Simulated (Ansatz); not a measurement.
```yaml
atoms:
  - { symbol: C, position_ang: [-0.9312, -0.0839, 0.0000] }
  - { symbol: O, position_ang: [-0.7110, -1.2782, 0.0000] }
  - { symbol: O, position_ang: [0.0000, 0.8868, 0.0000] }
  - { symbol: H, position_ang: [-1.9284, 0.3746, 0.0000] }
  - { symbol: C, position_ang: [1.3569, 0.3973, 0.0000] }
  - { symbol: H, position_ang: [1.9801, 1.2882, 0.0000] }
  - { symbol: H, position_ang: [1.5411, -0.2062, 0.8894] }
  - { symbol: H, position_ang: [1.5411, -0.2062, -0.8894] }
```

Basis set: cc-pVDZ (spherical functions). Correlated methods keep 4 orbitals frozen. Charge 0, multiplicity 1.

Computed with Ansatz (development build ahead of 0.2.0); free ground-state atoms in the same class of orbitals, no zero-point energy, no relativity.

The atomization energy of singlet C2H4O2 from measured heats of formation, zero-point and thermal terms removed is 34.024 eV (G2/97 set, Curtiss et al., J. Chem. Phys. 106, 1063 (1997), as shipped with ASE); it holds spin-orbit and other relativistic effects.

(1) How far do RHF-CCSD(T), RHF-MP2 miss it in this basis?

Results:

(1)

```
     method  atomization energy (eV)  computed − measured (eV)
RHF-CCSD(T)                   31.394                    -2.630
    RHF-MP2                   32.185                    -1.839
```
